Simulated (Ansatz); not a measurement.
`N=C(CF)CF`, relaxed with RKS PBE-D4/def2-SVP in the Gaussian-basis code of Ansatz from a rough embedded geometry. The force threshold is 0.03 eV/Å; the program also tests the step.

Charge 0, multiplicity 1.

Start:

```xyz
11

N     0.622   -0.304    1.536
C     0.206    0.008    0.383
C     0.527    1.363   -0.228
F    -0.557    1.696   -1.088
C    -0.626   -0.955   -0.444
F    -0.730   -2.177    0.207
H     0.362   -1.298    1.767
H     0.579    2.071    0.545
H     1.412    1.272   -0.759
H    -0.165   -1.127   -1.376
H    -1.630   -0.548   -0.543
```

```csv
step,energy (eV),largest force (eV/Å),largest move (Å)
1,-10096.4880,4.029,0.000
2,-10096.7789,1.298,0.056
3,-10096.8063,0.707,0.029
4,-10096.8169,0.268,0.072
5,-10096.8211,0.232,0.056
6,-10096.8262,0.041,0.023
7,-10096.8264,0.018,0.003
```

End:

```xyz
11

N     0.669   -0.293    1.566
C     0.190   -0.019    0.413
C     0.471    1.329   -0.215
F    -0.548    1.689   -1.090
C    -0.638   -0.969   -0.432
F    -0.776   -2.183    0.212
H     0.417   -1.273    1.802
H     0.585    2.094    0.581
H     1.425    1.277   -0.791
H    -0.153   -1.126   -1.424
H    -1.640   -0.524   -0.621
```

Run time 9.5 s (4 threads of an Arm Neoverse V1 on a shared host); peak host memory 0.15 GiB.
